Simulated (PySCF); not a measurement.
C4H8NP.
Structure used (GFN2-xTB), in Å, numbered top down from 1:
```xyz
14
C4H8NP angstrom
C      3.114    0.070   -0.280
C      2.021   -0.363   -0.050
C      0.682   -0.833    0.203
P     -0.546    0.126   -0.838
C     -2.082   -0.558   -0.061
N     -0.469    1.564    0.116
H      4.083    0.423   -0.469
H      0.603   -1.892   -0.060
H      0.425   -0.689    1.257
H     -2.949   -0.045   -0.475
H     -2.055   -0.409    1.017
H     -2.168   -1.618   -0.296
H      0.463    1.966    0.052
H     -1.123    2.257   -0.235
```

Computed with PySCF 2.14.0, density-fitted response routines, TDDFT CAM-B3LYP/def2-SVPD, vertical, gas phase, core orbitals frozen in the response.

Computed states:

```csv
state,E (eV),f
S1,5.53,0.043
S2,6.07,0.108
S3,6.29,0.044
S4,6.52,0.0018
S5,6.55,0.0038
S6,6.76,0.0023
S7,6.90,0.015
S8,7.11,0.013
```

Each state is given a Gaussian of 0.5 eV full width at half maximum, with ε(max) = 2.175×10⁸ f / Δν̃ (Δν̃ the width in cm⁻¹). The width is an assumption, not a result. The curve ends short of the highest state used, and states not computed would add to its high-energy end.

Q: Give the broadened spectrum and its maxima.

A: 
```tsv
λ (nm)	ε (L mol⁻¹ cm⁻¹)
190.6	2639
193.6	4052
196.6	5659
199.6	6952
202.6	7453
205.6	7003
208.6	5870
211.6	4574
214.6	3564
217.6	2994
220.6	2746
223.6	2589
226.6	2350
229.6	1977
232.6	1522
235.6	1070
238.6	690
241.6	410
244.6	226
247.6	116
250.6	56
253.6	25
256.6	11
259.6	4
```

Maxima: 203 nm (6.12 eV), ε about 7500, made up of S2 (76%) and S3 (23%) (ε in L mol⁻¹ cm⁻¹; maxima over ε = 5, shares over 10%).

Q: Coming from long wavelengths, where does ε first pass 100 L mol⁻¹ cm⁻¹?

A: At about 248 nm (4.99 eV), 0.53 eV below S1.

Q: What would ε be at 6.12 eV, the highest of these maxima, with half the width (0.25 eV)?

A: About 11600 L mol⁻¹ cm⁻¹ against 7450, a factor of about 1.6; a lone state at its own centre would give exactly 2.

Q: On this curve, what absorbance would a 10⁻⁴ mol/L sample give at 254 nm over a 1 cm path?

A: 254 nm is 4.881 eV, where ε is about 23 L mol⁻¹ cm⁻¹, so A = ε c l ≈ 0.0023 (Beer–Lambert, with the gas-phase spectrum and the assumed width).

One conformer stands for the species.
